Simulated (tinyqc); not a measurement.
Extended Hueckel theory, for SiH3+, step by step. The parameters take no account of the charge, which enters only through the electron count. One step of it, computed by the program tinyqc.

Task: Wolfsberg-Helmholz matrix. H_ij = K' S_ij (H_ii + H_jj)/2 for i != j (the diagonal keeps H_ii), with K' = 1.75.

overlap S:
```
           1Si 3s    1Si 3px    1Si 3py    1Si 3pz      2H 1s      3H 1s      4H 1s
1Si 3s   1.000000   0.000000   0.000000   0.000000   0.389310   0.388999   0.388999
1Si 3px  0.000000   1.000000   0.000000   0.000000   0.498660  -0.249195  -0.249195
1Si 3py  0.000000   0.000000   1.000000   0.000000   0.000000   0.431596  -0.431596
1Si 3pz  0.000000   0.000000   0.000000   1.000000  -0.021541  -0.021516  -0.021516
2H 1s    0.389310   0.498660   0.000000  -0.021541   1.000000   0.030067   0.030067
3H 1s    0.388999  -0.249195   0.431596  -0.021516   0.030067   1.000000   0.030025
4H 1s    0.388999  -0.249195  -0.431596  -0.021516   0.030067   0.030025   1.000000
```

diagonal H_ii (eV): 1Si 3s -17.300000, 1Si 3px -9.200000, 1Si 3py -9.200000, 1Si 3pz -9.200000, 2H 1s -13.600000, 3H 1s -13.600000, 4H 1s -13.600000

K = 1.750000

Give: H.

Result:

H (eV):
```
          1Si 3s  1Si 3px  1Si 3py  1Si 3pz    2H 1s    3H 1s    4H 1s
1Si 3s   -17.300    0.000    0.000    0.000  -10.526  -10.518  -10.518
1Si 3px    0.000   -9.200    0.000    0.000   -9.948    4.971    4.971
1Si 3py    0.000    0.000   -9.200    0.000    0.000   -8.610    8.610
1Si 3pz    0.000    0.000    0.000   -9.200    0.430    0.429    0.429
2H 1s    -10.526   -9.948    0.000    0.430  -13.600   -0.716   -0.716
3H 1s    -10.518    4.971   -8.610    0.429   -0.716  -13.600   -0.715
4H 1s    -10.518    4.971    8.610    0.429   -0.716   -0.715  -13.600
```
